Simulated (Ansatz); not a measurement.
# Crystal structures of palladium under r²SCAN

Theory: DFT, r2SCAN, plane waves (500 eV) with PAW, scalar-relativistic (Ansatz 0.2.0). (PAW data from PBE, frozen cores regenerated.)

Each structure is relaxed within its own symmetry, so a high-lying one may be dynamically unstable.

(1) Rank these structures of palladium by energy per atom, lowest first.
A. hcp
B. omega (AlB2-type)
C. A15
D. dhcp
E. fcc
F. simple cubic
G. bcc
H. diamond

| structure | ΔE (meV/atom) | V (Å³/atom) | cell | magnetic state |
| --- | --- | --- | --- | --- |
| fcc | 0 | 14.98 | a = 3.914 Å | ferromagnetic, net 0.41 μB per atom |
| dhcp | 13 | 15.00 | a = 2.758 Å, c = 9.109 Å (c/a = 3.303) | ferromagnetic, net 0.42 μB per atom |
| hcp | 32 | 15.04 | a = 2.748 Å, c = 4.599 Å (c/a = 1.673) | ferromagnetic, net 0.42 μB per atom |
| bcc | 52 | 15.06 | a = 3.112 Å | spin not included |
| omega (AlB2-type) | 117 | 15.27 | a = 4.468 Å, c = 2.649 Å (c/a = 0.593) | ferromagnetic, net 0.25 μB per atom |
| A15 | 134 | 15.36 | a = 4.971 Å | spin not included |
| simple cubic | 495 | 17.32 | a = 2.588 Å | non-magnetic |
| diamond | 1194 | 23.57 | a = 5.735 Å | ferromagnetic, net 0.52 μB per atom |

ΔE counts from fcc.

Differences under about 8 meV lie within the error of the k-point mesh.

Results:

(1) E (0 meV/atom), D (13 meV/atom), A (32 meV/atom), G (52 meV/atom), B (117 meV/atom), C (134 meV/atom), F (495 meV/atom), H (1194 meV/atom).
